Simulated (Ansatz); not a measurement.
# Two structures, one formula

Two relaxed structures of CH₃MgS, doublet (PBE0-D4/def2-TZVP; forces vanish, vibrations not checked).

A:

```xyz
6
angstrom
C -0.8566 -0.1593 -0.4917
S -0.0861 -1.6534 -0.0892
Mg 1.1580 0.1716 0.6622
H -0.7994 0.2183 -1.5099
H -1.7033 0.1854 0.0975
H 2.2874 1.2374 1.3311
```

B:

```xyz
6
angstrom
C -1.1581 -0.0338 -0.6413
S 0.0398 -1.2528 0.0018
Mg 1.6470 0.1225 0.9515
H -1.2216 -0.1308 -1.7249
H -2.1374 -0.2385 -0.2091
H -0.8943 0.9992 -0.4069
```

Computed with Ansatz 0.2.0 (basis: def2-TZVPP); correlated methods freeze the cores; orbitals are unrestricted. The outer core shell of Li, Na, Mg and K is correlated. The def2 sets are not built for correlating such inner shells, so the correlated values are less sure here. B3LYP uses VWN-RPA correlation.

Problem. Which structure is lower at CCSD(T), and by how much? (An estimate is asked for; the value comes from the calculation.)

Solution. By the calculation: B, by 23.94 kcal/mol (electronic energy, against the other). By their contacts, A is CH₃MgS ([CH2]1[MgH][S]1) and B is CH₃MgS ([CH3][S][Mg]).

All methods give the same order:

| method | E(B) − E(A) (kcal/mol) |
| --- | --- |
| PBE-D4 | -25.23 |
| r2SCAN-D4 | -22.83 |
| PBE0-D4 | -25.89 |
| B3LYP-D4 | -24.62 |
| wB97M-V | -22.23 |
| HF | -26.71 |
| MP2 | -28.00 |
| CCSD | -24.04 |
| CCSD(T) | -23.94 |

T1 diagnostic: at most 0.018. ⟨S²⟩ of the unrestricted Hartree–Fock references: 0.75 to 0.77 (a pure state has 0.75).

Labels in which every atom is bracketed show which atoms are joined, not bond orders.

For scale, one of the runs: CCSD(T)/def2-TZVPP, 147 basis functions, launched by `ansatz run in.yaml --threads 2 --pin off --events-out ev --progress --plain --max-ram 4352MiB`. The run took 88 s on 2 CPU threads of an Arm Neoverse V1 (shared host), with 2.3 GiB of host memory at its peak.
